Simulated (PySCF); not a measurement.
Relaxation of singlet CS2

Level of theory: B3LYP/[C def2-TZVP, S def2-TZVP], no relativity, density fitting, PySCF. A (50,194) grid was used.

A hand-made linear start, of D∞h symmetry, held to at least that symmetry:

```xyz
3
charge 0 multiplicity 1, angstrom
C     0.0000    0.0000    0.0000
S     0.0000    0.0000    1.6100
S     0.0000    0.0000   -1.6100
```

Optimiser trace:
| step | E − E(last) (kJ/mol) | largest gradient (Eh/bohr) |
| --- | --- | --- |
| 0 | 15.16 | 0.05095 |
| 1 | 1.28 | 0.01697 |
| 2 | 0.03 | 0.00267 |
| 3 | 0.00 | 0.00012 |
| 4 | 0.00 | 0.00000 |

It ends at D∞h with C–S 1.553 Å (×2); S–C–S 180.0°. A frequency run shows a minimum. Other isomers or separated fragments may lie lower.

The relaxation took 4.6 s on 2 threads of a shared Arm Neoverse V2 host, with 105 basis functions and 5 gradients; the process peaked at 0.56 GiB.
